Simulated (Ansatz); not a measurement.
Born–Oppenheimer molecular dynamics of AlH₅O (7 atoms, charge 0, multiplicity 1). It goes on from the last frame of an earlier run, with new velocities.

Method: Ansatz, RKS PBE/def2-SVP.

| Quantity | Value |
| --- | --- |
| ensemble | NVE (velocity Verlet) |
| time step | 0.5 fs |
| steps asked | 166 |
| starting velocities drawn for | 300 K |
| seed | 73974 |

First frame:

```xyz
7
Properties=species:S:1:pos:R:3
O -0.117 -1.102 -0.141
Al 0.148 0.824 -0.161
H -1.064 -1.434 -0.198
H 0.256 -1.601 0.604
H -0.031 1.288 -1.674
H -1.218 1.222 0.681
H 1.464 0.789 0.791
```

Problem. How far do the bonds stretch over the last three quarters of this one trajectory? (Pairs bonded in most of those frames.)

Solution. 
| bond | mean (Å) | spread (Å) | shortest | longest |
| --- | --- | --- | --- | --- |
| O1–Al2 | 2.134 | 0.054 | 2.02 | 2.20 |
| O1–H3 | 0.980 | 0.020 | 0.95 | 1.01 |
| O1–H4 | 0.981 | 0.020 | 0.95 | 1.02 |
| Al2–H5 | 1.631 | 0.030 | 1.58 | 1.68 |
| Al2–H6 | 1.614 | 0.012 | 1.59 | 1.63 |
| Al2–H7 | 1.609 | 0.014 | 1.59 | 1.64 |

Mean temperature of the second half: 278 K. The conserved energy stayed within 0.094 meV per atom of its start (net change 0.071 meV per atom), so the integration is sound. A run of 0.083 ps of so small a system gives no equilibrium averages.

The run took 2.6 min on 1 thread of Arm Neoverse V2, on a shared host, peak memory 0.092 GiB.
